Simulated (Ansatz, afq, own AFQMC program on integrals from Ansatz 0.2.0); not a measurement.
**Atomization energy of SiNH$_{3}$, singlet**

```yaml
atoms:
  - { symbol: Si, position_ang: [0.0000, -0.0298, 0.5045] }
  - { symbol: N, position_ang: [0.0000, 0.1142, -1.0818] }
  - { symbol: H, position_ang: [0.0000, -1.2620, 1.3427] }
  - { symbol: H, position_ang: [0.0000, 1.2045, 1.3150] }
  - { symbol: H, position_ang: [0.0000, -0.7003, -1.6823] }
```

Connectivity, by distances: SiH2–NH.

Atoms in their ground-state spins without spin–orbit coupling (mostly on UHF) minus the molecule (RHF), without zero-point energy. The geometry is a stationary point, not shown to be a minimum.

Basis cc-pVTZ. Noble-gas cores (and the filled d shells of Ga–Kr and In–Xe) are frozen. Ansatz 0.2.0 and our own AFQMC program on the same integrals; the CISD trial comes from CCSD amplitudes, and released means the phaseless constraint is let go. ± is one standard error of the sampling. The errors of all members are added in quadrature.

No full CI on the walks' own integrals is used here; CCSDT(Q) serves as the reference and is uncertain by about the last step of the cluster series. Each member takes its own surest rung, up to full CI.

The best estimate is CCSD(T) at the basis-set limit (CBS: def2-TZVPP and def2-QZVPP, with their diffuse functions for anions and beside diffuse sets, CCSD(T) itself extrapolated) plus the step from CCSD(T) to CCSDT(Q) in cc-pVTZ. Rows without CBS are in cc-pVTZ; B2PLYP and the wave-function rows carry a basis error of their own. Core correlation and relativity beyond core potentials are missing, and ± holds the sampling alone.

```csv
level,atomization energy (kcal/mol)
MP2,338.2
B2PLYP,346.1
r2SCAN,345.9
```

Problem. From these cheaper values, estimate the atomization energy at the level of the best estimate.

Solution. 352.7 kcal/mol (best estimate, highest rung CCSDT(Q)).

| level | atomization energy (kcal/mol) | error against the best estimate (kcal/mol) |
| --- | --- | --- |
| HF | 222.6 | -130.1 |
| CCSD | 328.6 | -24.2 |
| CCSD(T) | 335.8 | -16.9 |
| CCSDT | 335.5 | -17.3 |
| CCSDT(Q) | 336.2 | -16.5 |
| ph-AFQMC/CISD | 336.4 ± 0.2 | -16.4 ± 0.2 |
| released AFQMC | 336.2 ± 0.2 | -16.5 ± 0.2 |
| HF/CBS | 227.7 | -125.0 |
| MP2/CBS | 355.4 | 2.7 |
| CCSD(T)/CBS | 352.3 | -0.4 |
| PBE | 352.4 | -0.4 |
| PBE0 | 341.5 | -11.2 |
| B3LYP | 348.9 | -3.8 |
| wB97M-V | 349.9 | -2.9 |

Correlation beyond CCSD(T) adds 0.4 kcal/mol. Going to the basis-set limit adds 16.6 kcal/mol at CCSD(T). The perturbative (T) step is worth +7.2 kcal/mol. The functionals spread over 10.9 kcal/mol; PBE comes nearest and PBE0 is 11.2 kcal/mol too low.

Best estimates are given only where the step beyond CCSD(T) is under 0.3 eV and no member's determinant is very poor (T1 over 0.05, or 0.07 for open shells, ⟨S²⟩ too high by 0.3, two states mixed), so the hardest cases are missing from such tables.

The functionals ran in a triple-zeta set and keep a basis error of their own, a few kJ/mol for each bond in atomization energies and more for double hybrids, so close places among them and the extrapolated levels can swap.

CCSDT and higher add their correlation energy to the determinant of the CCSD(T) run, since their own runs factorise the integrals more tightly (a shift of under 2 meV). Each member of a difference takes its own highest rung, so a best estimate needn't equal the limit plus the step of one row. A walk keeps the symmetry of its determinant, which the program's search chose and which needn't be the lowest solution, so a lower state of the same spin and another symmetry isn't excluded. Released energies are given only where the last usable release times agree within the noise; a slower fall can still hide under it.
